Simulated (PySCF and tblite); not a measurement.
Results of a calculation; reference values are marked as such.
C₄H₁₀, numbered as in [CH3:1][CH2:2][CH2:3][CH3:4].

Conformers came from 90 starts (ETKDG and KDG, MMFF94s, GFN2-xTB); geometries are PBE0-D3(BJ)/def2-SVP. Energies: PBE0-D3(BJ)/def2-TZVP, with GFN2-xTB thermal terms (modes under about 100 cm⁻¹ blended into free rotors). Symmetry numbers and mirror images are counted. Conformers within 4 kcal/mol (GFN2-xTB free energy) were kept, 7 at most. Couplings: B3LYP/pcSseg-1 with pcJ-1 on H (gas phase; spin-dipole term only for pairs with B, N, F, Si or P). Couplings are for ¹H; a prime marks the second kind of pair between the same two sets of atoms. Run with PySCF (density fitting) and tblite.

Torsions listed: C1–C2–C3–C4. Of a mirror pair one member is shown.

| conformer | shape | weight % |
| --- | --- | --- |
| 1 | 180° | 61.5 |
| 2 | -65° | 38.5 |

**Question.** Give the couplings in each conformer and the averages at 298.15 K (pairs that fast motion interchanges averaged).

**Answer.** 
| coupling | pairs | 1 | 2 | average (Hz) |
| --- | --- | --- | --- | --- |
| ²J(H1,H1) | 6 | -14.1 | -14.2 | -14.2 |
| ³J(H1,H2) | 12 | 8.1 | 8.2 | 8.2 |
| ²J(H2,H2) | 2 | -14.8 | -15.3 | -15.0 |
| ³J(H2,H3) | 2 | 4.3 | 9.6 | 6.3 |
| ³J(H2,H3′) | 2 | 14.3 | 2.9 | 9.9 |
